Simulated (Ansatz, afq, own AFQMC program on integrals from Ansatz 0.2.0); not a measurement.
**Where AFQMC and coupled cluster stand for CH4Ge, singlet**

```xyz
6

Ge    0.0000    0.0143    0.2743
C     0.0000   -0.1487   -1.6818
H     0.0000    1.4061    0.9431
H     1.2475   -0.7687    0.7247
H    -1.2475   -0.7687    0.7247
H     0.0000    0.8692   -2.1231
```

Connectivity, by distances: GeH3–CH.

Basis 6-31G. Only valence electrons are correlated. Integrals, coupled cluster, full CI and functionals: Ansatz 0.2.0; the random walks run on the same integrals in our own AFQMC program. The CISD trial takes its coefficients from CCSD amplitudes. Released means that phaseless walkers are propagated on without the constraint, phases kept. Free projection: walkers drawn from exp(T), propagated without any constraint. Its projection time is finite, and what remains of the start isn't in its error. Uncertainties: one standard error, sampling alone. No spin–orbit coupling.

Determinant: RHF, the one that the program's search chose, which needn't be the lowest solution. The geometry is a point of a scan.

No full CI on the walks' own integrals is used here. The released AFQMC energy serves as the reference, which it does only where one determinant dominates, the energy is flat over the last release times and near the phaseless one (40 meV or 2 meV an electron, half that with transition metals). On small molecules, where full CI could be run and the noise was under 10 meV, such values lay within 10 meV of it in 19 cases of 20, a flattering rate, since the rule was set on those same cases; what remains of the bias isn't in the error bar.

Cautions: no relativity below Rb; no spin-orbit coupling; inner d shell frozen; higher spins were not checked; restricted determinant unstable towards unrestricted (UHF 649 meV lower, ⟨S²⟩ 0.81); the released value is read at 1.62 1/Eh with a noise of 15 meV, more than in the cases checked, later times being too noisy (meV from the phaseless value at times in 1/Eh: -5 ± 15 at 0.24, -11 ± 15 at 0.51, -11 ± 12 at 0.99, -7 ± 15 at 1.62, -31 ± 18 at 2.40).

* T1 diagnostic: 0.0150
* weight of the determinant in the CISD state: 0.883
* size of the correlated space: 12 electrons in 31 orbitals

| level | correlation energy (eV) |
| --- | --- |
| MP2 | -3.2624 |
| CCSD | -4.2993 |
| CCSD(T) | -4.3968 |

Task: Estimate where AFQMC with the constraint released lies against CCSD(T) on the same integrals.

Result: 3.0 ± 1.5 kJ/mol below CCSD(T).

Reference: AFQMC with the constraint released, correlation energy -4.428 ± 0.015 eV.

| level | E − E(reference) (kJ/mol) | share of correlation (%) |
| --- | --- | --- |
| CCSD(T) | 3.0 ± 1.5 | 99.30 |
| ph-AFQMC/CISD | 0.7 ± 1.7 | 99.84 |
| free AFQMC | 0.2 ± 1.8 | 99.96 |

Free projections are given only where their last times agree within the noise and don't stop above the reference; a slow remainder of the start can still hide under it. A walk keeps the symmetry of its determinant, which the program's search chose and which needn't be the lowest solution, so a lower state of the same spin and another symmetry isn't excluded. Released energies are given only where the last usable release times agree within the noise; a slower fall can still hide under it.
